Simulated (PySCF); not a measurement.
# C6H10: calculation against experiment

**The experiment to reproduce.**

From NIST CCCBDB Release 22 (SRD 101), experimental dipoles, for the gas: dipole moment 0.661 ± 0.004 D.

How close the calculation comes is told at the end.

Species: C₆H₁₀.
Numbering: `[CH:1]#[C:2][C:3]([CH3:4])([CH3:5])[CH3:6]` (hydrogens: H7 on C1; H8, H9, H10 on C4; H11, H12, H13 on C5; H14, H15, H16 on C6)

Geometry (GFN2-xTB, Å), atoms numbered from 1 in this order:
```xyz
16
C6H10 angstrom
C      0.4306    2.3624    1.0143
C      0.2320    1.2783    0.5485
C     -0.0087   -0.0422   -0.0190
C     -1.3267   -0.5907    0.5401
C     -0.0962    0.0823   -1.5445
C      1.1517   -0.9669    0.3677
H      0.6049    3.3130    1.4225
H     -1.2773   -0.6682    1.6242
H     -1.5252   -1.5784    0.1287
H     -2.1533    0.0674    0.2807
H     -0.2764   -0.8941   -1.9900
H      0.8313    0.4834   -1.9479
H     -0.9087    0.7488   -1.8262
H      1.2290   -1.0481    1.4502
H      2.0931   -0.5772   -0.0149
H      0.9921   -1.9608   -0.0460
```

The PySCF runs (gas phase, on this GFN2-xTB geometry; no spin–orbit coupling):

```
        level                                      job  basis functions
PBE0/pcSseg-1  shieldings, charges and field gradients              152
```

**Comparison with experiment**

**Dipole moment.** Measured: 0.661 D (NIST CCCBDB Release 22 (SRD 101), experimental dipoles).

```
        level  computed (D)  computed − measured (D)  % (from the printed values)
PBE0/pcSseg-1         0.710                   +0.049                           +7
```

The computed dipoles belong to one fixed geometry; measured ones are averaged over vibrations unless marked μe. Magnitudes are compared, not signs.

No measured geometry was used, and the causes of the misses weren't examined.
